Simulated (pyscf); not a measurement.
PySCF, gas phase, ωB97X-D3(BJ)/def2-SVP geometries.

**Question.** Estimate by transition-state theory (the high-pressure limit) the rate constant of F–W(F)(=Se)=Se + hydrogen fluoride (HF) → F–W(F)(F)(=Se)–SeH (singlet surface; F–H broken, H–Se, F–W formed) at 298 K, with ωB97M-D3(BJ)/def2-TZVP energies (ideal gas, 1 atm, RRHO with modes under 100 cm⁻¹ raised to 100, one conformer, R ln 2 for chiral ones without a mode under 150 cm⁻¹; no tunnelling).

**Answer.** The electronic barrier is 12.4 kcal/mol and the thermal terms add +7.6, so ΔG‡ = 19.9 kcal/mol. With k_BT/h = 6.21e+12 s⁻¹ and RT = 0.592 kcal/mol, and a volume of 4.06e-20 cm³ per molecule at 1 atm, k = 6.3e-22 cm³ molecule⁻¹ s⁻¹. The product is born with the 28 kcal/mol of the reverse barrier and needs collisions to keep. Wigner's tunnelling factor for 1169i cm⁻¹ would be 2.33, likely too low at so high a frequency. A shift of 1 kcal/mol in the barrier changes k by a factor 5.4. On the reactant side the descent ends in an adduct with a F–W contact, 1.5 kcal/mol under the separated species and 12.3 kcal/mol under the saddle at ωB97X-D3(BJ)/def2-TZVP. What is counted as formed (F–W) is already present as a longer contact in the reactant adduct; forming that adduct is a step of its own. This is the saddle that the search found; another between the same sides may lie lower. Elements up to Kr have no core potential and no relativistic terms here. Elements past Kr carry the def2 core potentials, without spin-orbit coupling.
